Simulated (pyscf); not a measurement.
Structures and frequencies: ωB97X-D3(BJ)/def2-SVP in PySCF.

### Question
Estimate by transition-state theory the rate constant of HO–Ge:–F [singlet] + H₂ -> F–GeH: [singlet] + H₂O (singlet surface; Ge–O, H–H broken, Ge–H, H–O formed) at 900 K, with ωB97M-D3(BJ)/def2-TZVP energies (ideal gas, 1 atm, RRHO with modes under 100 cm⁻¹ raised to 100, one conformer, R ln 2 for chiral ones without a mode under 150 cm⁻¹; no tunnelling).

### Answer
The electronic barrier is 32.5 kcal/mol and the thermal terms add +26.6, so ΔG‡ = 59.1 kcal/mol. With k_BT/h = 1.88e+13 s⁻¹ and RT = 1.788 kcal/mol, and a volume of 1.23e-19 cm³ per molecule at 1 atm, k = 1.0e-20 cm³ molecule⁻¹ s⁻¹. Wigner's tunnelling factor for 1439i cm⁻¹ would be 1.22. A shift of 1 kcal/mol in the barrier changes k by a factor 1.7. On the product side the descent ends in an adduct with a Ge–O contact, 16.3 kcal/mol under the separated species and 21.4 kcal/mol under the saddle at ωB97X-D3(BJ)/def2-TZVP. What is counted as broken (Ge–O) persists as a longer contact in the product adduct; parting that adduct is a step of its own. At the saddle there is also a short Ge–H contact that neither side keeps. This is the saddle that the search found; another between the same sides may lie lower. Elements up to Kr have no core potential and no relativistic terms here.
